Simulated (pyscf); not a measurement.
H₂ + H₃C–O• → H₃C–OH + H• (hydrogen abstraction; doublet surface; H–H broken, H–O formed). PySCF, gas phase, ωB97X-D3(BJ)/def2-SVP geometries. Energies in eV from the separated reactants.

```
level                   barrier  reaction energy
----------------------  -------  ---------------
ωB97X-D3(BJ)/def2-TZVP     0.51            -0.01
r²SCAN/def2-TZVP           0.31            +0.12
B3LYP-D3(BJ)/def2-TZVP     0.38            +0.14
PBE0-D3(BJ)/def2-TZVP      0.34            -0.06
M06-2X/def2-TZVP           0.51            -0.10
ωB97M-D3(BJ)/def2-TZVP     0.49            -0.04
```

The functionals in the table span 0.21 eV in this barrier, from r²SCAN to M06-2X. H₃C–O• lies 0.30 eV over its isomer •H₂C–OH (electronic energy, ωB97M-D3(BJ)/def2-TZVP). One saddle was located; it need not be the lowest between these sides. The angle at the transferred H is 166°.
